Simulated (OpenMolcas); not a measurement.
# Exact exchange and the vertical energy of the quartet above the doublet of CH5OSi

CH5OSi: 8 atoms, total charge 0, spin state doublet. SMILES: `[CH2][SiH2]O`. Geometry: relaxed at PBE0-D4/def2-TZVP. This is one conformer, not always the lowest.

The vertical energy of the quartet above the doublet y, in eV, basis def2-SVPD; a is the functional's share of exact exchange. Programs: OpenMolcas 26.06.

| functional | program | a | y (eV) |
| --- | --- | --- | --- |
| U-revPBE | OpenMolcas | 0 | 6.73 |
| UBLYP | OpenMolcas | 0 | 6.75 |
| UB3LYP | OpenMolcas | 0.2 | 7.16 |
| UPBE0 | OpenMolcas | 0.25 | ? |
| UBHLYP | OpenMolcas | 0.5 | 7.53 |

Q: Fit y = c + s·a to the known rows and predict UPBE0.

A: 
1. Means of the 4 rows: a = 0.1750, y = 7.043.
2. Σ(Δa)² = 0.1675, Σ(Δa·Δy) = 0.26725, so the slope is 0.26725/0.1675 = 1.5955.
3. Intercept: 7.043 − (1.5955) × 0.1750 = 6.764. The largest residual of the fit is 0.077.
4. UPBE0: 6.764 + (1.5955) × 0.25 = 7.16 eV.

The run gave 7.18 eV, so the prediction is off by -0.02 eV, within the largest residual.
